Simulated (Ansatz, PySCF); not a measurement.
Molecule: hydrogen isocyanide, CHN, charge 0, multiplicity 1. SMILES: [C-]#[NH+]
Coordinates optimised at B3LYP-D3(BJ)/def2-TZVP (Ansatz, a program for electronic structure):
```xyz
3

C      0.0000     0.0000    -0.7364
N      0.0000     0.0000     0.4276
H      0.0000     0.0000     1.4250
```


Property: enthalpy of formation at 298 K (from the atomisation energy, B3LYP-D3(BJ)/def2-TZVP harmonic zero-point and thermal terms from PySCF, and the atoms' enthalpies of formation in the G2/97 table; no spin-orbit terms, and no core term in the frozen-core levels), in kcal/mol. Valence correlation only, unless marked. Open shells are spin-unrestricted. No spin-orbit coupling. Non-relativistic. The coupled-cluster limit lacks core correlation, which all-electron functionals hold. Basis-set limits of correlation are two-point, X^-3; Hartree-Fock from the larger set (for Q and 5 zeta extrapolated as (X+1)exp(-9√X)). [CCSD(T)-MP2]/basis is that difference in the basis named.

Measured: 45.9 kcal/mol (Active Thermochemical Tables 1.112 (ions: stationary electron), as tabulated in the package chemicals); it holds spin-orbit and relativistic effects, which these rows lack, and core correlation, which the frozen-core levels lack.

Question: Rank these levels by their absolute error against the measured value, smallest first: CCSD/cc-pVQZ (Ansatz); MP2/CBS(cc-pVQZ,cc-pV5Z) (Ansatz); CCSD(T)/CBS(cc-pVQZ,cc-pV5Z) (Ansatz); HF/def2-QZVPPD (Ansatz); CCSD/CBS(cc-pVQZ,cc-pV5Z) (Ansatz).

Answer: CCSD(T)/CBS(cc-pVQZ,cc-pV5Z) (47.5 kcal/mol, error 1.6), MP2/CBS(cc-pVQZ,cc-pV5Z) (37.7 kcal/mol, error -8.2), CCSD/CBS(cc-pVQZ,cc-pV5Z) (56.3 kcal/mol, error 10.4), CCSD/cc-pVQZ (59.9 kcal/mol, error 14.0), HF/def2-QZVPPD (154.3 kcal/mol, error 108.4)…
